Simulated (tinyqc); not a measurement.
The basis set: RHF and MP2 along a ladder of basis sets, for BH3, spin multiplicity 1. Computed by the program tinyqc with PySCF. 

Geometry (angstrom):
```
atom        x        y       z
B      0.0000   0.0000  0.0240
H      1.1070   0.0000  0.0000
H     -0.5530   0.9580  0.0000
H     -0.5530  -0.9580  0.0000
```

Same geometry throughout; the dipole is taken about the origin.

RHF and frozen-core MP2 in a ladder of bases:
```
basis        functions  E(RHF) (hartree)  E(MP2 corr) (hartree)  HOMO (eV)  LUMO (eV)  dipole (debye)
sto-3g               8        -26.064493              -0.031967   -13.2537     6.3542          0.0777
3-21g               15        -26.226096              -0.053025   -13.9697     2.2280          0.0735
6-31g               15        -26.366188              -0.052514   -13.8731     2.4652          0.0713
6-31g**             29        -26.381508              -0.093331   -13.8856     2.5398          0.0704
cc-pvdz             29        -26.376672              -0.090802   -13.8882     2.0089          0.0647
aug-cc-pvdz         50        -26.377845              -0.094369   -13.9169     0.9230          0.0620
cc-pvtz             72        -26.389436              -0.113752   -13.9657     1.7217          0.0634
```

From cc-pVDZ to cc-pVTZ the RHF energy falls by 12.8 mhartree and the correlation energy by 22.9. If valence correlation converges as X^-3, (27 E(T) - 8 E(D))/19 gives -0.1234 hartree, a rough estimate from such small X that usually falls short; STO-3G holds about 26 % of it. Beyond STO-3G the LUMO moves by 1.6 eV and the HOMO by 0.1 eV.
